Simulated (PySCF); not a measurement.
**Working out the ionisation energy of Ne**

Ne [Ne] (1S) → Ne⁺ [He] 2s2 2p5 (2P). Calculation: PySCF 2.14, in aug-cc-pCVTZ-DK with one added diffuse shell each of s, p, d, f type (8s7p5d3f, 75 functions); the spin-free X2C one-electron Hamiltonian (Gaussian nucleus). Frozen: 1s2. Energies in hartree (1 hartree = 27.21139 eV):

| part | Ne (lower) | Ne⁺ (upper) |
| --- | --- | --- |
| UHF | -128.670291 | -127.947619 |
| CCSD correlation | -0.281538 | -0.218747 |
| (T) | -0.005643 | -0.002984 |

Task: What does Hartree-Fock give?

Result: (-127.947619) − (-128.670291) = 0.722672 hartree = 19.665 eV.

Task: What do CCSD and CCSD(T) give?

Result: The CCSD correlation energies differ by 0.062791 hartree = 1.709 eV and the triples by 0.002659 hartree = 0.072 eV, so CCSD gives 21.374 eV and CCSD(T) 21.446 eV.

Measured between the centres of the two terms (NIST): 21.597 eV, so CCSD(T) (valence) is off by -0.151 eV.

What remains against the reference includes basis incompleteness, the frozen core and higher excitations.
